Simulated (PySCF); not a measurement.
## Broadened absorption spectrum of methyl formate

Methyl formate, C2H4O2.
SMILES: `COC=O`

The calculation used TDDFT CAM-B3LYP/def2-SVPD, vertical, gas phase, core orbitals frozen in the response in PySCF. The structure is a single GFN2-xTB conformer in the gas phase; no vibrational or solvent corrections. Torsions of this conformer, `[CH3:1][O:2][CH:3]=[O:4]`: C1–O2–C3–O4 0°.

Broadening: Gaussians 0.5 eV wide at half height, area fixed by f = 4.319×10⁻⁹ ∫ε dν̃. The width is an assumption, not a result. The curve ends short of the highest state used, and states not computed would add to its high-energy end.

```
E (eV)  ε (L mol⁻¹ cm⁻¹)
  5.27                 0
  5.38                 1
  5.49                 4
  5.60                12
  5.71                30
  5.82                56
  5.93                81
  6.03                88
  6.14                76
  6.25                50
  6.36                25
  6.47                10
  6.58                 3
  6.69                 1
  6.80                 0
  6.91                 0
  7.02                 0
  7.12                 0
  7.23                 0
  7.34                 2
  7.45                10
  7.56                50
  7.67               192
  7.78               576
  7.89              1383
  8.00              2734
  8.11              4596
  8.21              6513
  8.32              8323
  8.43              9034
  8.54              8224
  8.65              6426
  8.76              4772
  8.87              4008
  8.98              3974
  9.09              3978
```

(1) Where are the band maxima, and which computed states make them?

(2) On this curve, what absorbance would a 10⁻³ mol/L sample give at 193 nm over a 1 cm path?

(3) Coming from long wavelengths, where does ε first pass 100 L mol⁻¹ cm⁻¹?

Answers

(1) 206 nm (6.02 eV), ε about 88, made up of S1 (100%); 147 nm (8.43 eV), ε about 9000, made up of S2 (12%) and S3 (82%); 137 nm (9.04 eV), ε about 4000, made up of S6 (85%) (hardly more than a shoulder) (ε in L mol⁻¹ cm⁻¹; maxima over ε = 5, shares over 10%). The states used: S1 6.02 eV (f 0.0016); S2 8.16 eV (f 0.046); S3 8.44 eV (f 0.137); S4 8.66 eV (f 0.0003); S5 8.70 eV (f 0.023); S6 9.09 eV (f 0.065); S7 9.52 eV (f 0.019); S8 9.69 eV (f 0.042).

(2) 193 nm is 6.424 eV, where ε is about 15 L mol⁻¹ cm⁻¹, so A = ε c l ≈ 0.015 (Beer–Lambert, with the gas-phase spectrum and the assumed width).

(3) At about 163 nm (7.62 eV), 1.59 eV above S1.
